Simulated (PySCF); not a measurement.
LiF, SMILES [Li][F].

Geometry: PBE0-D3(BJ)/def2-TZVPD.

All values below come from PySCF with IEF-PCM-PBE0/def2-TZVPD.

The values are the electrostatic part of the solvation free energy, E(continuum) − E(gas) at the gas-phase geometry, in a cavity of scaled van der Waals radii (PySCF's table); cavitation and dispersion terms are not included. A continuum can't describe solvent molecules that bind to the metal. In vacuum the orbital gap is 6.88 eV. The dipole moment in vacuum is 6.25 D.

Computed values in water (ε = 78.36), ethanol (ε = 24.85), acetonitrile (ε = 35.69):
```csv
solvent,ε,ΔG(elec) (kcal/mol),dipole (D),gap (eV)
water,78.36,-19.0,6.79,8.98
ethanol,24.85,-18.2,6.77,8.91
acetonitrile,35.69,-18.5,6.78,8.94
```
